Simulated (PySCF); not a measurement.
# Dipole moment and polarisability across levels of theory

Species: C₇H₅N.
SMILES: `N#Cc1ccccc1`

PySCF, dipoles from the SCF density, polarisabilities from static response with core orbitals frozen. Isolated species at its PBE0-D3(BJ)/def2-SVP geometry, gas phase.

Problem. How do dipole and polarisability depend on functional and basis here?

Solution. 

| level | μ (D) | error (%) | α (au) | error (%) | anisotropy (au) |
| --- | --- | --- | --- | --- | --- |
| LDA/def2-SVPD | 4.679 | +3.6 | 87.14 | +7.8 | 65.48 |
| PBE/def2-SVPD | 4.587 | +1.6 | 86.52 | +7.0 | 65.62 |
| B3LYP/def2-SVPD | 4.699 | +4.1 | 85.30 | +5.5 | 63.36 |
| PBE0/def2-SVPD | 4.693 | +3.9 | 84.39 | +4.4 | 62.40 |
| BHandHLYP/def2-SVPD | 4.817 | +6.7 | 83.34 | +3.1 | 60.45 |
| CAM-B3LYP/def2-SVPD | 4.734 | +4.9 | 84.03 | +3.9 | 61.08 |
| wB97X-D/def2-SVPD | 4.738 | +4.9 | 84.52 | +4.5 | 60.66 |
| LC-wPBE/def2-SVPD | 4.700 | +4.1 | 82.00 | +1.4 | 58.65 |
| HF/def2-SVPD | 4.989 | +10.5 | 81.99 | +1.4 | 57.17 |
| PBE0/6-31G* | 4.575 | +1.3 | 70.55 | -12.7 | 72.90 |
| PBE0/def2-SVP | 4.462 | -1.2 | 73.76 | -8.8 | 66.38 |
| PBE0/6-31+G* | 4.749 | +5.2 | 82.20 | +1.7 | 65.43 |
| PBE0/aug-cc-pVDZ | 4.715 | +4.4 | 86.74 | +7.3 | 63.39 |
| PBE0/def2-TZVP | 4.715 | +4.4 | 82.70 | +2.3 | 65.37 |

Reference dipole: 4.515 D (measured, gas; NIST CCCBDB Release 22 (SRD 101), experimental dipoles). Reference polarisability: 11.981 Å³ (measured, gas; NIST CCCBDB Release 22 (SRD 101), experimental polarizabilities). The anisotropy is √(½[(α1 − α2)² + (α2 − α3)² + (α3 − α1)²]). For the dipole, the smallest error is 1.2% (PBE0/def2-SVP) and the largest 10.5% (HF/def2-SVPD). For the polarisability, the smallest error is 1.4% (HF/def2-SVPD and LC-wPBE/def2-SVPD) and the largest 12.7% (PBE0/6-31G*). The dipole runs from 4.46 D (PBE0/def2-SVP) to 4.99 D (HF/def2-SVPD). In one basis (def2-SVPD) the functionals order the polarisability from HF (lowest) to LDA (highest), a spread of 6%. With PBE0 the polarisability is 75.67 au without diffuse functions (mean of 6-31G*, def2-SVP and def2-TZVP) and 84.45 au with them (mean of 6-31+G*, def2-SVPD and aug-cc-pVDZ). Measured values can belong to vibrating molecules and may average over conformers; the computed ones are for one fixed geometry.
